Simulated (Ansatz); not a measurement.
This geometry of BClH5N (8 atoms, charge 0, multiplicity 1) is a first-order saddle point.

Method: RKS PBE-D4/def2-SVP (Ansatz).

```xyz
8
Properties=species:S:1:pos:R:3
B 0.046 -0.429 -0.033
Cl -0.322 0.389 2.231
H 1.081 0.139 -0.298
H -1.014 -0.139 -0.539
N 0.154 -1.787 0.590
H -0.602 -2.460 0.435
H 1.070 -2.243 0.627
H -0.082 -0.999 1.741
```

Problem. Which two structures does it join? (They come from a converged band through this point; their orientation in space is the band's.)

Solution. Bonds broken: B1–Cl2, N5–H8. Bonds formed: Cl2–H8. BClH5N becomes BH4N + ClH.

Image 0:

```xyz
8
Properties=species:S:1:pos:R:3
B 0.013 -0.191 0.253
Cl 0.229 0.785 1.826
H 0.961 -0.073 -0.514
H -1.093 -0.037 -0.253
N 0.049 -1.745 0.764
H -0.084 -2.411 -0.012
H 0.949 -1.952 1.224
H -0.691 -1.906 1.466
```

Image 6:

```xyz
8
Properties=species:S:1:pos:R:3
B 0.092 -0.600 -0.421
Cl -0.390 0.188 3.050
H 1.095 0.050 -0.632
H -1.000 -0.282 -0.847
N 0.196 -1.764 0.362
H -0.589 -2.398 0.527
H 1.088 -2.132 0.699
H -0.161 -0.590 2.017
```

Problem. How far does it lie above each of them?

Solution. 112.2 kJ/mol above the first and 43.5 kJ/mol above the second. This is the barrier of this one path; another mechanism may lie lower. The orbitals stay closed-shell, which can raise the energy where a bond breaks towards radicals; this wasn't checked here.

The run took 46 s on 1 thread of Intel(R) Xeon(R) 6975P-C (Granite Rapids) (shared host), peak memory 0.14 GiB.
